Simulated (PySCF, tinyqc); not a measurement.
Harmonic frequencies on the B3LYP (VWN-RPA form)/sto-6g surface (energies and gradients from PySCF), for BH, spin multiplicity 1, step by step. The lowest restricted solution is unstable here: a spin-polarised one lies 0.0025 hartree lower (PySCF). One step of it, computed by the program tinyqc.

Task: Normal modes. Diagonalise H_ij / sqrt(m_i m_j); the 5 smallest eigenvalues belong to translations and rotations; wavenumber = sqrt(eigenvalue / 1822.888) x 219474.63; each mode has its largest component positive (the first on a tie); zero-point energy = sum of wavenumbers / 2, with 349.755 1/cm per kcal/mol. A mass of 2.014 u marks deuterium.

Hessian (symmetrised) (hartree/bohr^2), order 1Bx, 1By, 1Bz, 2Hx, 2Hy, 2Hz:
$$\begin{pmatrix}
0.00000304 & 0.00000000 & 0.00000000 & -0.00000012 & 0.00000000 & 0.00000000 \\
0.00000000 & 0.00000304 & 0.00000000 & 0.00000000 & -0.00000012 & 0.00000000 \\
0.00000000 & 0.00000000 & 0.24033954 & 0.00000000 & 0.00000000 & -0.24033753 \\
-0.00000012 & 0.00000000 & 0.00000000 & -0.00000281 & 0.00000000 & 0.00000000 \\
0.00000000 & -0.00000012 & 0.00000000 & 0.00000000 & -0.00000281 & 0.00000000 \\
0.00000000 & 0.00000000 & -0.24033753 & 0.00000000 & 0.00000000 & 0.24033551
\end{pmatrix}$$

masses (u): 1B 11.009305, 2H 2.014102

Give: eigenvalues of the mass-weighted Hessian; harmonic wavenumbers of the vibrations; mass-weighted modes; zero-point energy.

Result:

eigenvalues of the mass-weighted Hessian (hartree/(bohr^2 u)): [0.000, 0.000, 0.000, 0.000, 0.000, 0.141]

harmonic wavenumbers of the vibrations (1/cm): [1931.3]

mass-weighted modes, order 1Bx, 1By, 1Bz, 2Hx, 2Hy, 2Hz:
$$\begin{pmatrix}
0.000 \\
0.000 \\
-0.393 \\
0.000 \\
0.000 \\
0.919
\end{pmatrix}$$

zero-point energy = 2.761 kcal/mol
